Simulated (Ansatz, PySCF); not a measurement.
Species: molecular chlorine, Cl₂, charge 0, multiplicity 1. SMILES: ClCl
Structure (B3LYP-D3(BJ)/def2-TZVP (Ansatz, an electronic-structure program) minimum search):
```xyz
2

Cl     0.0000     0.0000    -1.0068
Cl     0.0000     0.0000     1.0068
```


Quantity: enthalpy of formation at 298 K (from the atomisation energy, B3LYP-D3(BJ)/def2-TZVP harmonic zero-point and thermal terms from PySCF, and the atoms' enthalpies of formation in the G2/97 table; no spin-orbit terms, and no core term in the frozen-core levels), in kJ/mol. Valence correlation only, unless marked. UHF or UKS for open shells. Spin-orbit coupling is left out. No relativistic terms. The coupled-cluster limit lacks core correlation, which all-electron functionals hold. Basis-set limits of correlation are two-point, X^-3; Hartree-Fock from the larger set (for Q and 5 zeta extrapolated as (X+1)exp(-9√X)). The bracket is a focal-point correction in the basis named.

```tsv
level	program	enthalpy of formation at 298 K (kJ/mol)	minus last row
HF/cc-pV(T+d)Z	Ansatz	165.2	171.8
PBE-D3(BJ)/def2-TZVPD	Ansatz + dftd3	-34.9	-28.3
PBE-D4/def2-TZVPD	Ansatz + dftd4	-35.1	-28.5
BLYP/def2-TZVPD	Ansatz	-0.7	5.9
revPBE-D4/def2-TZVPD	Ansatz + dftd4	-18.8	-12.2
BP86/def2-TZVPD	PySCF	-25.7	-19.1
B3LYP-D3(BJ)/def2-TZVPD	Ansatz + dftd3	5.0	11.6
PBE0-D3(BJ)/def2-TZVPD	Ansatz + dftd3	-8.6	-2.0
PBE0/def2-TZVP	Ansatz	-5.0	1.6
r2SCANh/def2-TZVPD	Ansatz	2.3	8.9
MP2/def2-SVPD	Ansatz	59.5	66.1
RI-MP2/def2-QZVPPD	Ansatz	-14.2	-7.6
RI-MP2/CBS(def2-TZVPP,def2-QZVPP)	Ansatz	-23.6	-17.0
SCS-MP2/STO-3G	Ansatz	104.8	111.4
SCS-MP2/cc-pwCVTZ	Ansatz	12.7	19.3
SCS-MP2/def2-TZVPP	Ansatz	15.1	21.7
CCSD/aug-cc-pV(D+d)Z	Ansatz	63.5	70.1
CCSD(T)/STO-3G	Ansatz	89.2	95.8
RI-MP2/CBS(aug-cc-pV(T+d)Z,aug-cc-pV(Q+d)Z)+[CCSD(T)-MP2]/aug-cc-pV(Q+d)Z	Ansatz	-5.1	1.5
CCSD(T)/CBS(def2-TZVPPD,def2-QZVPPD)	Ansatz	-3.9	2.7
CCSD(T)/CBS(cc-pV(Q+d)Z,cc-pV(5+d)Z)	Ansatz	-6.6	0.0
```
